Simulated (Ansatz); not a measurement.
**BH3F (doublet): the correlation ladder at distance B1–H4 along a hydrogen transfer = 1.617 Å, cc-pVDZ**

How much of the correlation energy of BH3F (doublet) does each wave-function method recover here?

Method: cc-pVDZ, correlated electrons: outside noble gas; program: Ansatz 0.2.0, Gaussian basis.

The runs, in order: UHF; CCSD(T) on ROHF; CCSD(T) on UHF; BCCD(T) on ROHF; CISD; CCSDT(Q) on ROHF; CCSDT(Q) on UHF; CASSCF and MRCISD+Q, 3 electrons in 3 orbitals; CASSCF and NEVPT2, 3 electrons in 3 orbitals.

## Step 1: The system

The geometry derives from fragments relaxed apart (PBE0/def2-TZVP) and kept rigid, so it is no stationary point. A hydrogen atom is moved between rigid fragments.

5 atoms, charge 0, spin multiplicity 2.

Atoms are counted from 1 here; the program's logs count them from 0.

Bond lengths: B1–H2 1.193 Å, B1–H3 1.193 Å, H4–F5 1.070 Å. Angles: H2–B1–H3 120.0°.

In the tables R marks a restricted open-shell determinant and U an unrestricted one; 'pair' is the active space of 3 electrons in 3 orbitals; correlation energies count from the lowest restricted Hartree-Fock solution.

## Step 2: UHF

in.yaml reads:

```yaml
crystal:
  periodic: [false, false, false]
  atoms:
    - {symbol: B, position_ang: [-1.567790, 0.000000, 0.000000]}
    - {symbol: H, position_ang: [-2.164524, 1.033571, 0.000000]}
    - {symbol: H, position_ang: [-2.164524, -1.033571, 0.000000]}
    - {symbol: H, position_ang: [0.049210, 0.000000, 0.000000]}
    - {symbol: F, position_ang: [1.119210, 0.000000, 0.000000]}
basis:
  gaussian: {orbitals: cc-pVDZ}
magnetization: {spin_polarized: true, initial_magnetization: 1}
hamiltonian: {xc: hf}
output: {orbitals: {seedname: orbitals}}
```

Launch:

```bash
$ ansatz run in.yaml --threads 1 --pin off --events-out ev --progress --plain --max-ram 2393MiB
```

After this run come: CCSD(T) on ROHF; CCSD(T) on UHF; BCCD(T) on ROHF; CISD; CCSDT(Q) on ROHF; CCSDT(Q) on UHF; CASSCF and MRCISD+Q, 3 electrons in 3 orbitals; CASSCF and NEVPT2, 3 electrons in 3 orbitals.

Before running them: what should the planned runs give, taken together? Wanted: correlation energy, UCCSDT(Q); RMP2 from UCCSDT(Q); UMP2 from UCCSDT(Q); RCCSD from UCCSDT(Q); RCCSD(T) from UCCSDT(Q); UCCSD(T) from UCCSDT(Q); RCCSDT(Q) from UCCSDT(Q); NEVPT2 pair from UCCSDT(Q); MRCISD+Q pair from UCCSDT(Q).

As calculated:

```
                         quantity                                                   value
    correlation energy, UCCSDT(Q)                                              -8.5237 eV
              RMP2 from UCCSDT(Q)                                         +18.65 kcal/mol
              UMP2 from UCCSDT(Q)                                         +19.22 kcal/mol
             RCCSD from UCCSDT(Q)                                          +3.55 kcal/mol
          RCCSD(T) from UCCSDT(Q)                                          +0.74 kcal/mol
          UCCSD(T) from UCCSDT(Q)                                          +0.74 kcal/mol
         RCCSDT(Q) from UCCSDT(Q)                                          +0.02 kcal/mol
       NEVPT2 pair from UCCSDT(Q)                                         +18.16 kcal/mol
     MRCISD+Q pair from UCCSDT(Q)                                          +1.85 kcal/mol
levels within 1 kcal/mol (43 meV)  RCCSD(T), UCCSD(T), BCCD(T), RCCSDT, UCCSDT, RCCSDT(Q)
                    T1 diagnostic                                                   0.019
```

In words: RCCSD(T) lands +0.74 kcal/mol from the yardstick (0.4 % of the correlation energy). Of the multireference levels listed MRCISD+Q pair comes nearest (+1.85 kcal/mol). These misses are within one basis and frozen core, not against nature; frozen cores of the runs differ by up to some meV.
